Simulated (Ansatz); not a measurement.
Calculation: PBE0-D3(BJ)/def2-TZVP (Ansatz, an electronic-structure program). No frequencies were computed at this level.

Ansatz 0.2 input:
```yaml
crystal:
  periodic: [false, false, false]
  atoms:
    - { symbol: F, position_ang: [1.504228, -0.234381, -0.366195] }
    - { symbol: Si, position_ang: [0.0, 0.0, 0.0] }
    - { symbol: F, position_ang: [-0.247863, 1.528006, 0.235579] }
    - { symbol: F, position_ang: [-0.907123, -0.501019, -1.173815] }
    - { symbol: F, position_ang: [-0.349243, -0.792606, 1.304431] }
basis:
  gaussian: { orbitals: def2-tzvp }
hamiltonian:
  xc: pbe0
  dispersion: d3bj
relax:
  max_steps: 150
```

Output:

```
Functional definition: PBE0
892 factors; their error is unknown
mean field evaluation 1: about -18740.0052 eV, gradient 5.7e1 eV
mean field evaluation 2: about -18735.9644 eV, gradient 8.1e1 eV
mean field evaluation 4: about -18744.1227 eV, gradient 4.3e-1 eV
mean field evaluation 8: about -18744.1981 eV, gradient 4.2e-3 eV
mean field -18744.19809187 eV, -688.8365746025 hartree, gradient 5.1e-5 eV, S^2 0.000000; 0 other end points of the search recorded, 0 dependent functions left out
reference -18744.19811064 eV, -688.8365752922 hartree; 25, 25 occupied and 136, 136 virtual orbitals, 892 factors
relax step   1: F+E_penalty+E_count = -18744.25291568 eV  Δ(F+E_penalty+E_count) = +0.000e0 eV  max|allowed force component| = 1.711e-1 eV/Å  Δτ_max = 0.0000 Å  (24 SCF iters, accepted)
these checks for a lower state are left out or cut short: starts, cluster_reference, orbital_swaps, neighbouring_geometries, increment
892 factors; their error is unknown
mean field evaluation 16: about -18744.1990 eV, gradient 2.1e-1 eV
mean field -18744.19904844 eV, -688.8366097555 hartree, gradient 1.3e-5 eV, S^2 0.000000; 0 other end points of the search recorded, 0 dependent functions left out
reference -18744.19906721 eV, -688.8366104455 hartree; 25, 25 occupied and 136, 136 virtual orbitals, 892 factors
relax step   2: F+E_penalty+E_count = -18744.25388872 eV  Δ(F+E_penalty+E_count) = -9.730e-4 eV  max|allowed force component| = 9.556e-2 eV/Å  Δτ_max = 0.0018 Å  (22 SCF iters, accepted)
these checks for a lower state are left out or cut short: starts, cluster_reference, orbital_swaps, neighbouring_geometries, increment
892 factors; their error is unknown
mean field -18744.19946465 eV, -688.8366250512 hartree, gradient 2.1e-5 eV, S^2 0.000000; 0 other end points of the search recorded, 0 dependent functions left out
reference -18744.19948343 eV, -688.8366257414 hartree; 25, 25 occupied and 136, 136 virtual orbitals, 892 factors
relax step   3: F+E_penalty+E_count = -18744.25432560 eV  Δ(F+E_penalty+E_count) = -4.369e-4 eV  max|allowed force component| = 7.919e-4 eV/Å  Δτ_max = 0.0022 Å  (27 SCF iters, accepted)
892 factors; their error is unknown
mean field evaluation 32: about -18740.0148 eV, gradient 5.7e1 eV
mean field -18744.19946465 eV, -688.8366250512 hartree, gradient 1.9e-5 eV, S^2 0.000000; 1 other end points of the search recorded, 0 dependent functions left out
reference -18744.19948343 eV, -688.8366257414 hartree; 25, 25 occupied and 136, 136 virtual orbitals, 892 factors
Total energy: -18744.25434439 eV, -688.8386418443 hartree
Atom 0 at     1.500362    -0.233778    -0.365254 Å, force     0.000780    -0.000122    -0.000190 eV/Å
Atom 1 at    -0.000000    -0.000000     0.000000 Å, force    -0.000003    -0.000003     0.000000 eV/Å
Atom 2 at    -0.247226     1.524079     0.234973 Å, force    -0.000129     0.000792     0.000122 eV/Å
Atom 3 at    -0.904792    -0.499731    -1.170798 Å, force    -0.000468    -0.000258    -0.000606 eV/Å
Atom 4 at    -0.348345    -0.790569     1.301079 Å, force    -0.000180    -0.000409     0.000673 eV/Å
Dipole moment:     0.000000     0.000000    -0.000000 e Å
```

Cost: around 15 core-seconds (rough).
